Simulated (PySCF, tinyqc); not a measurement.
Inside a calculation. Method: RHF in the sto-6g basis, for CH2, spin multiplicity 1. The lowest restricted solution is unstable here: a spin-polarised one lies 0.0401 hartree lower (PySCF). One step of it, computed by the program tinyqc.

Question. Iteration 1: diagonalisation and new density. Diagonalise F' = X^T F X, C = X C', fill 4 alpha and 4 beta electrons from the bottom; D = 2 C_occ C_occ^T. Each column has its largest component positive (the first on a tie).

Fock matrix F (hartree):
```
             1C 1s      1C 2s    1C 2px     1C 2py     1C 2pz      2H 1s      3H 1s
1C 1s   -11.068255  -2.840365  0.000000   0.000000  -0.004658  -0.423374  -0.423374
1C 2s    -2.840365  -1.401731  0.000000   0.000000  -0.050764  -0.511017  -0.511017
1C 2px    0.000000   0.000000  0.085418   0.000000   0.000000   0.000000   0.000000
1C 2py    0.000000   0.000000  0.000000  -0.032853   0.000000  -0.249063   0.249063
1C 2pz   -0.004658  -0.050764  0.000000   0.000000   0.061747  -0.117724  -0.117724
2H 1s    -0.423374  -0.511017  0.000000  -0.249063  -0.117724  -0.263562  -0.111942
3H 1s    -0.423374  -0.511017  0.000000   0.249063  -0.117724  -0.111942  -0.263562
```

X:
```
            1C 1s      1C 2s    1C 2px     1C 2py     1C 2pz      2H 1s      3H 1s
1C 1s    1.024832  -0.139289  0.000000   0.000000  -0.005381   0.019132   0.019132
1C 2s   -0.139289   1.141934  0.000000   0.000000   0.049524  -0.212075  -0.212075
1C 2px   0.000000   0.000000  1.000000   0.000000   0.000000   0.000000   0.000000
1C 2py   0.000000   0.000000  0.000000   1.108302   0.000000  -0.207933   0.207933
1C 2pz  -0.005381   0.049524  0.000000   0.000000   1.020658  -0.088812  -0.088812
2H 1s    0.019132  -0.212075  0.000000  -0.207933  -0.088812   1.122551  -0.019764
3H 1s    0.019132  -0.212075  0.000000   0.207933  -0.088812  -0.019764   1.122551
```

Give: F' = X^T F X; orbital energies; coefficients C; D after iteration 1.

Answer.

F' = X^T F X (hartree):
```
          1        2       3        4        5        6        7
1  -10.8691  -1.4395  0.0000   0.0000  -0.0135  -0.0367  -0.0367
2   -1.4395  -0.7284  0.0000   0.0000   0.0348  -0.3157  -0.3157
3    0.0000   0.0000  0.0854   0.0000   0.0000   0.0000   0.0000
4    0.0000   0.0000  0.0000   0.1761   0.0000  -0.2933   0.2933
5   -0.0135   0.0348  0.0000   0.0000   0.1019  -0.1253  -0.1253
6   -0.0367  -0.3157  0.0000  -0.2933  -0.1253  -0.0116  -0.0475
7   -0.0367  -0.3157  0.0000   0.2933  -0.1253  -0.0475  -0.0116
```

orbital energies (hartree): MO1 -11.0706, MO2 -0.7916, MO3 -0.3146, MO4 -0.0232, MO5 0.0854, MO6 0.3307, MO7 0.5267

coefficients C:
```
            MO1      MO2      MO3      MO4     MO5      MO6      MO7
1C 1s    0.9959  -0.2296   0.0000   0.1046  0.0000  -0.1220   0.0000
1C 2s    0.0169   0.8255   0.0000  -0.5238  0.0000   0.6780   0.0000
1C 2px   0.0000   0.0000   0.0000   0.0000  1.0000   0.0000   0.0000
1C 2py   0.0000   0.0000   0.4908   0.0000  0.0000   0.0000   1.0363
1C 2pz   0.0012   0.0471   0.0000   0.7318  0.0000   0.7227   0.0000
2H 1s   -0.0024   0.2193   0.4827   0.3863  0.0000  -0.6811  -0.6802
3H 1s   -0.0024   0.2193  -0.4827   0.3863  0.0000  -0.6811   0.6802
```

D after iteration 1:
```
          1C 1s    1C 2s  1C 2px   1C 2py   1C 2pz    2H 1s    3H 1s
1C 1s    2.1111  -0.4549  0.0000   0.0000   0.1338  -0.0248  -0.0248
1C 2s   -0.4549   1.9123  0.0000   0.0000  -0.6889  -0.0426  -0.0426
1C 2px   0.0000   0.0000  0.0000   0.0000   0.0000   0.0000   0.0000
1C 2py   0.0000   0.0000  0.0000   0.4818   0.0000   0.4738  -0.4738
1C 2pz   0.1338  -0.6889  0.0000   0.0000   1.0755   0.5861   0.5861
2H 1s   -0.0248  -0.0426  0.0000   0.4738   0.5861   0.8607  -0.0713
3H 1s   -0.0248  -0.0426  0.0000  -0.4738   0.5861  -0.0713   0.8607
```
